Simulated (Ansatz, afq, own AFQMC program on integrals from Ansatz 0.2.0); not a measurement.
SiC, singlet: AFQMC among the cluster methods

```xyz
2

Si    0.0000    0.0000    0.0000
C     0.0000    0.0000    1.3270
```

Basis 6-31G. Only valence electrons are correlated. Integrals, coupled cluster, full CI and functionals: Ansatz 0.2.0; the random walks run on the same integrals in our own AFQMC program. The CISD trial takes its coefficients from CCSD amplitudes. Released means that phaseless walkers are propagated on without the constraint, phases kept. Uncertainties: one standard error, sampling alone.

Determinant: UHF, the one that the program's search chose, which needn't be the lowest solution. The geometry is a point of a scan.

Full CI on the same integrals is exact in this basis and with this determinant's frozen core.

Cautions: strong correlation (T1 0.124, weight of the determinant 0.63, largest double 0.21); unrestricted determinant spin contaminated (⟨S²⟩ 1.49 against 0.00); CCSD(T) is in doubt: in a space of 8 electrons in 8 natural orbitals full CI lies 230 meV below it; the released energies are still falling, so no released level is given (meV from the phaseless value at times in 1/Eh: -22 ± 4 at 0.24, -32 ± 4 at 0.51, -39 ± 6 at 0.99, -62 ± 3 at 1.62, -69 ± 3 at 2.40).

The T1 diagnostic is 0.1237 and the weight of the determinant in the CISD state is 0.633. The ⟨S²⟩ of the determinant is 1.490. The size of the correlated space is 8 electrons in 16 orbitals.

```csv
level,correlation energy (eV)
MP2,-2.2755
CCSD,-3.5355
CCSD(T),-3.7048
```

Problem. Estimate where full CI lies against CCSD(T) on the same integrals.

Solution. 272.8 meV below CCSD(T).

Reference: full CI, correlation energy -3.978 eV. The cautions show a poor starting determinant, so the rows tell how each method copes with it here, and full CI is the sure value.

```json
{"level": "CCSD(T)", "E − E(reference) (meV)": "272.8", "share of correlation (%)": "93.14"}
{"level": "CCSDT", "E − E(reference) (meV)": "113.4", "share of correlation (%)": "97.15"}
{"level": "CCSDT(Q)", "E − E(reference) (meV)": "30.0", "share of correlation (%)": "99.25"}
{"level": "CCSDTQ", "E − E(reference) (meV)": "17.1", "share of correlation (%)": "99.57"}
{"level": "ph-AFQMC/CISD", "E − E(reference) (meV)": "89.8 ± 4.5", "share of correlation (%)": "97.74"}
```

CCSDT and higher add their correlation energy to the determinant of the CCSD(T) run, since their own runs factorise the integrals more tightly (a shift of under 2 meV). A walk keeps the symmetry of its determinant, which the program's search chose and which needn't be the lowest solution, so a lower state of the same spin and another symmetry isn't excluded.
